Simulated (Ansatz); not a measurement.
**CsCl-type TlCl**

The numbers are results of PBE (PAW; Ansatz, a quantum-chemistry and plane-wave program), not measurements.

Run with plane-wave cutoff 520 eV, 6×6×6 k mesh, perturbation theory, scalar-relativistic PAW data made under PBE.

Cell: measured lattice: a = 3.842 Å, b = 3.842 Å, c = 3.842 Å, α = 90.00°, β = 90.00°, γ = 90.00°.

| Item | Value |
|---|---|
| zone-centre TO phonon frequency | 45 cm⁻¹ |

Note: the cell isn't this level's own, so it is under some stress, which shifts stiffness and frequencies.

Spin–orbit coupling is not included; it can shift volumes and moduli of such heavy elements.
